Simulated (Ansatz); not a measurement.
Reaction: CH3BF2 (difluoro(methyl)borane, SMILES FB(C)F) → BF2 (SMILES F[B]F, doublet) + CH3 (SMILES [CH3], doublet) (the B-C bond breaks)
Each species at its own B3LYP-D3(BJ)/def2-TZVP minimum (Ansatz, an electronic-structure program).

Total energies in hartree (Ansatz). UHF or UKS for unpaired electrons; spin-orbit terms are left out. Correlated methods leave the cores frozen. No relativity.

| species | HF/cc-pVTZ | CCSD(T)/cc-pVTZ | HF/cc-pVQZ | CCSD(T)/cc-pVQZ | CCSD(T)/cc-pVDZ | CCSDT(Q)/cc-pVDZ |
|---|---|---|---|---|---|---|
| 1: CH3BF2 (difluoro(methyl)borane, SMILES CB(F)F) | -263.42253 | -264.23833 | -263.44307 | -264.32071 | -263.96216 | -263.96402 |
| 2: BF2 (SMILES F[B]F, doublet) | -223.70714 | -224.29755 | -223.72596 | -224.36761 | -224.06659 | -224.06803 |
| 3: CH3 (SMILES [CH3], doublet) | -39.57748 | -39.76098 | -39.58026 | -39.77245 | -39.71583 | -39.71634 |

Problem. Work out the bond dissociation energy (electronic) in kcal/mol: take Hartree-Fock from cc-pVQZ, extrapolate the CCSD(T) correlation energy as X^-3 (X = 3, 4), and add CCSDT(Q) - CCSD(T) in cc-pVDZ. 1 hartree = 627.51 kcal/mol.

Solution. 
Species 1: correlation (64·(-0.87764) - 27·(-0.81580))/37 = -0.92277; step -0.00186; E1 = -263.44307 + (-0.92277) + (-0.00186) = -264.36770
Species 2: correlation (64·(-0.64165) - 27·(-0.59041))/37 = -0.67904; step -0.00144; E2 = -223.72596 + (-0.67904) + (-0.00144) = -224.40644
Species 3: correlation (64·(-0.19219) - 27·(-0.18350))/37 = -0.19853; step -0.00051; E3 = -39.58026 + (-0.19853) + (-0.00051) = -39.77930
-1·E1 +1·E2 +1·E3 = 0.18196 hartree = 114.2 kcal/mol.
